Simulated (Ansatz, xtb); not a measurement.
**BLiS: which of two structures lies lower**

Structure a: a singlet given by its coordinates. Structure b: `[Li][B]=S`, a singlet. Both are isolated molecules in the gas phase, relaxed with B3LYP-D3(BJ)/def2-SVP.

a (Å):

```xyz
3

B     0.7449   -2.4568   -0.0647
Li   -0.7750   -1.1415   -0.5548
S     0.1740   -2.1954    1.4888
```

Close contacts (Å): B1–Li2 2.07, B1–S3 1.68, Li2–S3 2.49.

b (Å):

```xyz
3

B     0.0000    0.0000   -0.1567
Li    0.0000    0.0000    1.9518
S     0.0000    0.0000   -1.7951
```

Energies in hartree; the thermal terms are from B3LYP-D3(BJ)/def2-SVP harmonic frequencies (ideal gas, rigid rotor, one conformer each, 298.15 K, 1 atm) and include the zero-point energy:

|  | a | b |
| --- | --- | --- |
| E, CCSD(T)/def2-QZVPP | −430.051733 | −430.063455 |
| zero-point energy | 0.004061 | 0.004828 |
| H(298 K) − E | 0.008664 | 0.009515 |
| G(298 K) − E | −0.021065 | −0.018333 |

Task: Work out ΔE, ΔE₀, ΔH and ΔG for a → b in kJ/mol (1 Eh = 2625.50 kJ/mol) and the equilibrium ratio [b]/[a].

Result: 1. ΔE = −430.063455 − (−430.051733) = −0.011722 Eh = −30.78 kJ/mol.
2. ΔE₀ = ΔE + ΔZPE = −0.011722 + (+0.000767) Eh = −28.76 kJ/mol.
3. ΔH = ΔE + (+0.000851) Eh = −28.54 kJ/mol.
4. ΔG = ΔE + (+0.002732) Eh = −23.60 kJ/mol, so ΔS = (ΔH − ΔG)/T = −16.6 J/(mol K).
5. kT = 0.9442 mEh, so K = [b]/[a] = exp(−ΔG/kT) = exp(+9.52) ≈ 1.4 × 10^4.

Structure b is favoured at this temperature. An error of 4 kJ/mol in ΔG would change K by a factor of 5. Mirror images and further conformers aren't counted.

Other levels gave ΔE = −36.0 (B3LYP-D3(BJ)/def2-SVP); −38.8 (HF/def2-QZVPP); −34.7 (MP2/def2-QZVPP) kJ/mol. The correlated steps freeze 6 core orbitals; the last core shell of Li is correlated, in a basis made for valence electrons. Programs: Ansatz 0.2.0.
